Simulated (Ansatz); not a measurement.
# B2+ (doublet): from Hartree-Fock to the top rungs, cc-pVTZ

How much of the correlation energy of B2+ (doublet) does each wave-function method recover here?

The runs use Ansatz 0.2.0, Gaussian basis; cc-pVTZ, core rule «outside noble gas», up to 2 orbitals frozen.

The runs, in order: UHF; CCSD(T) on ROHF; CCSD(T) on UHF; BCCD(T) on ROHF; CISD; CCSDT(Q) on ROHF; CCSDT(Q) on UHF; CASSCF and MRCISD+Q, 5 electrons in 8 orbitals; CASSCF and NEVPT4(SD), 5 electrons in 8 orbitals; CASSCF and NEVPT2, 5 electrons in 8 orbitals; Full CI.

9 further runs of the same task are left out: 3 that didn't finish, 6 set aside as unsound or not needed.

## Step 1: The system

The geometry is a PBE0/def2-TZVP stationary point (not a proven minimum).

2 atoms, charge 1, spin multiplicity 2.

Atoms are counted from 1 here; the program's logs count them from 0.

Bond lengths: B1–B2 1.704 Å.

Geometry (Å):

| atom | x (Å) | y (Å) | z (Å) |
| --- | --- | --- | --- |
| B1 | 0.0000 | 0.0000 | 0.0000 |
| B2 | 0.0000 | 0.0000 | 1.7042 |

## Step 2: UHF

File in.yaml:

```yaml
crystal:
  periodic: [false, false, false]
  atoms:
    - {symbol: B, position_ang: [0.000000, 0.000000, 0.000000]}
    - {symbol: B, position_ang: [0.000000, 0.000000, 1.704200]}
basis:
  gaussian: {orbitals: cc-pVTZ}
total_charge: 1
magnetization: {spin_polarized: true, initial_magnetization: 1}
hamiltonian: {xc: hf}
output: {orbitals: {seedname: orbitals}}
```

Command:

```sh
$ ansatz run in.yaml --threads 1 --pin off --events-out ev --progress --plain --max-ram 2393MiB
```

The runs that follow: CCSD(T) on ROHF; CCSD(T) on UHF; BCCD(T) on ROHF; CISD; CCSDT(Q) on ROHF; CCSDT(Q) on UHF; CASSCF and MRCISD+Q, 5 electrons in 8 orbitals; CASSCF and NEVPT4(SD), 5 electrons in 8 orbitals; CASSCF and NEVPT2, 5 electrons in 8 orbitals; Full CI.

Q: Predict the results of all the runs planned. Wanted: FCI below the RHF energy; RMP2 from FCI; UMP2 from FCI; RCCSD from FCI; RCCSD(T) from FCI; UCCSD(T) from FCI; RCCSDT(Q) from FCI; UCCSDT(Q) from FCI; NEVPT2 valence from FCI.

The runs gave:

| quantity | value |
| --- | --- |
| FCI below the RHF energy | -4.5291 eV |
| RMP2 from FCI | +33.90 kcal/mol |
| UMP2 from FCI | +31.66 kcal/mol |
| RCCSD from FCI | +9.61 kcal/mol |
| RCCSD(T) from FCI | +1.67 kcal/mol |
| UCCSD(T) from FCI | +5.83 kcal/mol |
| RCCSDT(Q) from FCI | +0.03 kcal/mol |
| UCCSDT(Q) from FCI | -0.12 kcal/mol |
| NEVPT2 valence from FCI | +6.50 kcal/mol |
| NEVPT4(SD) valence from FCI | +0.53 kcal/mol |
| MRCISD+Q valence from FCI | -0.12 kcal/mol |
| levels within 1 kcal/mol (43 meV) | RCCSDT, UCCSDT, RCCSDT(Q), UCCSDT(Q), NEVPT4(SD) valence, MRCISD valence, MRCISD+Q valence |
| T1 diagnostic | 0.044 |
| effectively unpaired electrons | 1.63 |

What this shows: RCCSD(T) lands +1.67 kcal/mol from the yardstick (1.6 % of the correlation energy). CCSD(T) misses by +1.67 kcal/mol on the restricted determinant and by +5.83 kcal/mol on the unrestricted one; the two need not hold the same state or core. UCCSDT(Q), MRCISD+Q valence fall below full CI: unrestricted runs freeze a spin-polarised core, another one than full CI's, and coupled cluster isn't variational. The occupations show some static correlation. Of the multireference levels listed MRCISD+Q valence comes nearest in total energy (-0.12 kcal/mol), which doesn't show that its space is the better one. Coupled cluster took another determinant than the lowest Hartree-Fock one. These misses are within one basis, not against nature; the frozen cores of restricted and unrestricted runs differ, which can shift their rows.
